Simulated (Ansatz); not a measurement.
## Structure relaxation of KPd

The calculation used DFT PBE, scalar-relativistic, plane waves, PAW in Ansatz. Cutoff 420 eV, Γ-centred k mesh, Gaussian smearing, no spin polarisation in the final step.

KPd was placed on the sites of a reported ScGa cell (Cmcm, No. 63), with K in place of Sc, Pd in place of Ga, at a guessed volume.

```
K Pd
1.0
     2.23884   -5.68060    0.00000
     2.23884    5.68060    0.00000
     0.00000    0.00000    4.33629
K Pd
2 2
Cartesian
  2.2388 -4.1128 3.2522
  2.2388 4.1128 1.0841
  2.2388 -0.9430 3.2522
  2.2388 0.9430 1.0841
```

Cell and atoms relax at zero pressure; the relaxation can't lower the symmetry of the start. After a coarse first stage the cell is made exact in the group found at 0.06 Å.

Formation energies are uncorrected and refer to the elements' standard structures at the same level.

What does it relax into?

It keeps Cmcm (No. 63). The result has the CrB (K on Cr sites) structure. Conventional cell: a = 5.056 Å, b = 10.948 Å, c = 4.711 Å. Around K lie 3 Pd at 3.27–3.40 Å, 4 Pd at 3.62 Å and 6 K at 3.93–4.17 Å; Pd is coordinated by 2 Pd at 2.56 Å.

```cif
data_structure
_symmetry_space_group_name_H-M 'Cmcm'
_symmetry_Int_Tables_number 63
_cell_length_a 5.0563
_cell_length_b 10.9483
_cell_length_c 4.7112
_cell_angle_alpha 90.000
_cell_angle_beta 90.000
_cell_angle_gamma 90.000
_cell_volume 260.80
loop_
_atom_site_label
_atom_site_type_symbol
_atom_site_symmetry_multiplicity
_atom_site_Wyckoff_symbol
_atom_site_fract_x
_atom_site_fract_y
_atom_site_fract_z
_atom_site_occupancy
K1 K 4 c 0.00000 0.14373 0.25000 1
Pd1 Pd 4 c 0.00000 0.45454 0.25000 1
```

What are its volume, energy, density and gap?

The volume per atom is 32.60 Å³ and the density is 3.71 g/cm³. The energy over the elements is 0.10 eV/atom and the gap on the 10×10×10 mesh is 0 eV (a metal).

The final run used a 10×10×10 mesh on its 4-atom cell and 0.10 eV smearing. The k mesh leaves about 4 meV/atom of noise in metals. A structure relaxed within its symmetry needn't be a true minimum. The steps took of the order of 5 core-minutes in all.